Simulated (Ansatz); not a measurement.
Reaction: PH3 (phosphane, SMILES P) → PH3+ (parent SMILES P, doublet) + e-
Each species at its own B3LYP-D3(BJ)/def2-TZVP minimum (Ansatz, an electronic-structure program).

Property: adiabatic ionisation energy (electronic), in eV. Radicals and triplets start from unrestricted determinants; spin-orbit coupling is neglected. CBS(X,Y): correlation extrapolated as X^-3, Hartree-Fock from the larger set (Q,5: extrapolated as (X+1)exp(-9√X)). A bracket is a step between two methods taken in the basis named. Functionals run without relativity, which enters their misses. Double hybrids freeze cores in their MP2 part. '+ core + X2C': CCSD(T) terms for core correlation (cc-pwCVTZ, 1s frozen past Ne) and scalar relativity (cc-pVTZ-DK).

CCSD(T)/CBS(cc-pV(Q+d)Z,cc-pV(5+d)Z) + [CCSDT(Q) - CCSD(T)]/cc-pV(Q+d)Z + [CCSDTQ - CCSDT(Q)]/cc-pV(D+d)Z + core + X2C (Ansatz) gives 9.89 eV.

Problem. What does PBE/def2-TZVPD (Ansatz) give here, and how do the other levels compare?

Solution. PBE gives 9.77 eV, 0.12 eV below it. Differences of the others: r2SCAN/def2-TZVPD (Ansatz) -0.22; B3LYP/def2-TZVPD (Ansatz) -0.06; PBE0/def2-TZVPD (Ansatz) -0.17; wB97M-V/def2-TZVPD (Ansatz) -0.04; B2PLYP/def2-TZVPD (Ansatz) -0.19; CCSD(T)/CBS(cc-pV(Q+d)Z,cc-pV(5+d)Z) + core + X2C (Ansatz) 0.00 eV. Nearer than PBE: B3LYP/def2-TZVPD, wB97M-V/def2-TZVPD, CCSD(T)/CBS(cc-pV(Q+d)Z,cc-pV(5+d)Z) + core + X2C.
